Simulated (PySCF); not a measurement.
# Does the structure fit the spectrum?

A compound C₄H₇ClO gives the data below (simulated from a calculation) and was assigned the structure `CCCC(=O)Cl`.

13C{1H} NMR (computed): δ 192.0 (C), 51.7 (CH), 21.6 (CH3, 2C).

1H NMR (300 MHz, computed): δ 2.90 (sept, 1H), 1.27 (d, 6H).

[PySCF 2.14.0 with density-fitted response routines: σ from GIAO-B97-2/pcSseg-2; geometry from PBE0-D3(BJ)/def2-TZVP; rapidly exchanging positions averaged; isolated molecule; no relativistic terms; single conformer]

Shifts are taken against calculated references (same method and geometry level): 1H, 13C vs TMS.

Task: Compare with the shifts computed for the proposed structure, pairing carbons in order of shift.

Result: Structure with atom numbers: `[CH3:1][CH2:2][CH2:3][C:4](=[O:5])[Cl:6]` (H(Xn): hydrogen on atom n).

```
atom  computed for proposal  given list  difference
  C4                  187.4       192.0        -4.6
  C3                   53.5        51.7        +1.8
  C2                   22.8        21.6        +1.2
  C1                   15.6        21.6        -6.0
```

The rms difference is 3.9 ppm and the largest -6.0 ppm at C1 (methyl carbon). The proposal also would give 4 carbon signals, not 3. The carbon types in order of shift don't match either: C, CH2, CH2, CH3 for the proposal against C, CH, CH3, CH3 in the data. The proposal doesn't fit.

Task: Which isomer fits?

Result: SMILES CC(C)C(=O)Cl.

Carbon types of the structure: 1 × C, 1 × CH, 2 × CH3, which accounts for all hydrogens. δC 192.0: carbonyl carbon. δC 51.7: sp3 CH α to a carbonyl; the adjacent C=O deshields it moderately. δC 21.6: methyl carbon; aliphatic region, no heteroatom directly attached. δH 2.90: hydrogen on an sp3 CH α to a carbonyl; α to C=O.

This is the structure that produced the data.

Carbons that carry Cl, above all several Cl atoms, come out too deshielded, partly because spin–orbit coupling is missing. Shifts are as computed. Against solution values, carbons near 30 ppm lie about +3 ppm off and those near 130 ppm about +7 ppm; carbons on Cl a further +5 ppm. Of 1211 compounds with measured shifts, 218 miss one by over three times the rms of a fit or turn the order of signals round; such compounds aren't used in these exercises. No couplings were computed; multiplicities are counted from neighbouring protons, with m where these are inequivalent, close in shift, in a saturated or five-membered ring or joined by F or P, and br s for small geminal =CH2 splittings.
